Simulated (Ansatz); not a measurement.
The input, for Ansatz 0.2.0:

```yaml
crystal:
  periodic: [false, false, false]
  atoms:
    - {symbol: N, position_ang: [0.000000, 0.000000, 0.000000]}
    - {symbol: H, position_ang: [0.590343, 0.592302, 0.590214]}
    - {symbol: H, position_ang: [-0.592921, -0.588246, 0.591684]}
    - {symbol: H, position_ang: [-0.588983, 0.589598, -0.594267]}
    - {symbol: H, position_ang: [0.591561, -0.593654, -0.587631]}
basis:
  gaussian: {orbitals: 6-31G}
total_charge: 1
magnetization: {spin_polarized: false}
correlation: {method: bccd, electrons: all}
scf: {omitted_lower_state_checks: [cluster_reference]}
```

```sh
$ ansatz run in.yaml --threads 1 --pin off --events-out ev --progress --plain --max-ram 2393MiB
```

Output:

```
these checks for a lower state are left out or cut short: cluster_reference
260 factors; integrals over basis functions are off by at most 2.3e-4 eV
mean field evaluation 1: about -1534.4401 eV, gradient 4.3e1 eV
mean field evaluation 2: about -1534.4369 eV, gradient 4.3e1 eV
mean field evaluation 4: about -1537.8764 eV, gradient 1.2e0 eV
mean field evaluation 8: about -1537.8801 eV, gradient 1.5e-6 eV
mean field -1537.88006243 eV, -56.5160498819 hartree, gradient 3.0e-6 eV, S^2 0.000000; 0 other end points of the search recorded, 0 dependent functions left out
reference -1537.88006243 eV, -56.5160498819 hartree; 5, 5 occupied and 12, 12 virtual orbitals, 260 factors
second order -3.23033538 eV of doubles, -0.00000000 eV of singles
cycle   1  -3.48831312 eV  change   -2.6e-1 eV  update   3.7e-2
cycle   2  -3.62428149 eV  change   -1.4e-1 eV  update   1.4e-2
cycle   3  -3.63642255 eV  change   -1.2e-2 eV  update   2.7e-3
cycle   4  -3.63699133 eV  change   -5.7e-4 eV  update   5.5e-4
cycle   5  -3.63713630 eV  change   -1.4e-4 eV  update   1.1e-4
cycle   6  -3.63715291 eV  change   -1.7e-5 eV  update   2.0e-5
cycle   7  -3.63716252 eV  change   -9.6e-6 eV  update   4.6e-6
Total energy: -1541.51722495 eV, -56.6497131392 hartree
Checks for a lower state left out: cluster_reference
```

Ran on 1 thread of Intel Xeon Platinum 8375C, shared host: 0.18 s wall, 0.18 GiB peak host memory.
